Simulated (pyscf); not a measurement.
7 gas-phase steps of one pattern: four-centre exchange on the singlet surface, B–Cl + H–O or B–F + H–O or Cl–Ga + H–Se or Cl–In + H–S or F–Ga + H–Se broken and B–O + Cl–H or B–O + F–H or Cl–H + Ga–Se or Cl–H + In–S or F–H + Ga–Se formed. Structures and frequencies: ωB97X-D3(BJ)/def2-SVP in PySCF. Electronic energies in kJ/mol, between the relaxed ends of the descent from the saddle (adducts or complexes of the species named), with the reactant end as zero; ΔE‡ and ΔE at ωB97X-D3(BJ)/def2-TZVP. Rows were drawn at random from the steps of this pattern with a verified saddle, stable references and a bound adduct at one end at least.

| row | step | ΔE | ΔE‡ |
|---|---|---|---|
| 1 | Cl–B(Cl)–Cl + H₂O → HCl + HO–B(Cl)–Cl | -28.9 | 81.0 |
| 2 | H₂O + O=B–Cl -> O=B–OH + HCl | -14.1 | 99.7 |
| 3 | H₂Se + F–Ga(Cl)–Cl → Cl–Ga(Cl)–SeH + HF | +12.6 | 51.2 |
| 4 | F–B(F)–F + H₂O → HF + HO–B(F)–F | +38.3 | ? |
| 5 | H₂Se + Cl–GaH₂ → H₂Ga–SeH + HCl | +44.8 | 61.7 |
| 6 | H₂Se + Cl–Ga(Cl)–Cl → Cl–Ga(Cl)–SeH + HCl | +52.3 | 77.4 |
| 7 | Cl–In [singlet] + H₂S → HS–In [singlet] + HCl | +61.1 | 66.8 |

### Question
Fit ΔE‡ = a + b·ΔE to the other rows and predict row 4.

### Answer
Over the 6 complete rows the means are +21.3 (ΔE) and 73.0 (ΔE‡); least squares gives b = -0.22 and a = 77.7 kJ/mol, with residuals of 13.5 kJ/mol (root mean square; largest 23.7, row 3). For row 4: 77.7 + -0.22 × (+38.3) = 69.3 kJ/mol. The computed barrier is 108.2 kJ/mol, 38.9 over the line. The scatter is large against the spread of the barriers, so the line says little here. Each barrier is that of the saddle found. Elements up to Kr have no core potential and no relativistic terms here. Elements past Kr carry the def2 core potentials, without spin-orbit coupling.
